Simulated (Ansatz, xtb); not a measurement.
**Relative energy of two conformers of C2H3ClF2**

Structure I: `FC(F)CCl`, a singlet. Structure II: `FC(F)CCl`, a singlet. Both are isolated molecules in the gas phase, relaxed with BLYP-D3(BJ)/def2-SVP.

I (Å):

```xyz
8

C     0.2958    0.0897    0.9154
C    -0.4573    1.0910    1.7874
Cl    0.2425    1.1626    3.4560
F     0.1004   -1.1874    1.3680
F    -0.2177    0.1758   -0.3618
H     1.3896    0.2898    0.8767
H    -0.3887    2.0985    1.3387
H    -1.5178    0.7856    1.8591
```

II (Å):

```yaml
atoms:
  - { symbol: C, position_ang: [-0.9156, 1.6716, 0.5529] }
  - { symbol: C, position_ang: [-0.2541, 1.6133, -0.8211] }
  - { symbol: Cl, position_ang: [-1.3866, 2.0771, -2.1543] }
  - { symbol: F, position_ang: [-1.9830, 0.8145, 0.6194] }
  - { symbol: F, position_ang: [-1.3600, 2.9383, 0.8292] }
  - { symbol: H, position_ang: [-0.1825, 1.3786, 1.3426] }
  - { symbol: H, position_ang: [0.1016, 0.5836, -1.0127] }
  - { symbol: H, position_ang: [0.6070, 2.3073, -0.8425] }
```

**Question.** Which of the two would you expect CCSD(T)/def2-SVP + ΔMP2/def2-TZVPP electronic energies to favour?

**Answer.** Structure I; the calculation gives E(II) − E(I) = +1.22 kcal/mol.

Level by level:

```csv
level,geometry,E(II) − E(I) (kcal/mol),departure from the last row (kcal/mol),"job, with rough time for the two"
BLYP-D3(BJ)/def2-SVP,BLYP-D3(BJ)/def2-SVP,+1.38,+0.16,"optimisation, 63 s"
HF/def2-SVP,BLYP-D3(BJ)/def2-SVP,+1.43,+0.21,part of the CCSD(T) run
MP2/def2-SVP,BLYP-D3(BJ)/def2-SVP,+1.32,+0.10,part of the CCSD(T) run
CCSD(T)/def2-SVP,BLYP-D3(BJ)/def2-SVP,+1.30,+0.07,single point
CCSD(T)/def2-SVP + ΔMP2/def2-TZVPP,BLYP-D3(BJ)/def2-SVP,+1.22,,"single point, 90 s"
```

The levels shown agree on the order. The largest departure from CCSD(T)/def2-SVP + ΔMP2/def2-TZVPP is that of HF/def2-SVP, 0.21 kcal/mol. Levels run at GFN2-xTB geometries aren't shown. The last row adds to CCSD(T) the change of the MP2 difference between the two basis sets, here −0.07 kcal/mol.

With harmonic frequencies from BLYP-D3(BJ)/def2-SVP (ideal gas, rigid rotor, one conformer each, 298.15 K, 1 atm): on the last row, ΔE + ΔZPE = +1.21, ΔH = +1.19, ΔG = +1.21 kcal/mol.

The correlated steps freeze 9 core orbitals. Mirror images aren't counted in ΔG. Codes used: Ansatz 0.2.0; the last row on 1 thread of AMD EPYC (Zen 3) on a shared host.
